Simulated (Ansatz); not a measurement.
Species: C₄H₃O, net charge -1, singlet state. It need not be the lowest isomer of its formula. Whether it binds its extra electron was not tested at this geometry. SMILES: c1occ[c-]1
Geometry: optimised at B3LYP-D3(BJ)/def2-TZVP (Ansatz, a quantum-chemistry and plane-wave program).

Parts of the frozen-core correlation energy in aug-cc-pVDZ (Ansatz, hartree). Frozen orbitals: 5; correlated occupied orbitals by spin: 13 and 13; virtual: 124 and 124. Spin-orbit coupling is left out. No relativistic terms.

```json
[
 {"term": "reference (HF)", "value": "-228.00257"},
 {"term": "MP2 opposite-spin", "value": "-0.54999"},
 {"term": "MP2 same-spin", "value": "___"},
 {"term": "CCSD correlation", "value": "___"},
 {"term": "(T)", "value": "___"},
 {"term": "T1 diagnostic", "value": "0.019"},
 {"term": "largest doubles amplitude", "value": "0.064"}
]
```

Q: Some entries are withheld; supply them.

A: 
- MP2 same-spin, value: -0.20368
- CCSD correlation, value: -0.77233
- (T), value: -0.03720
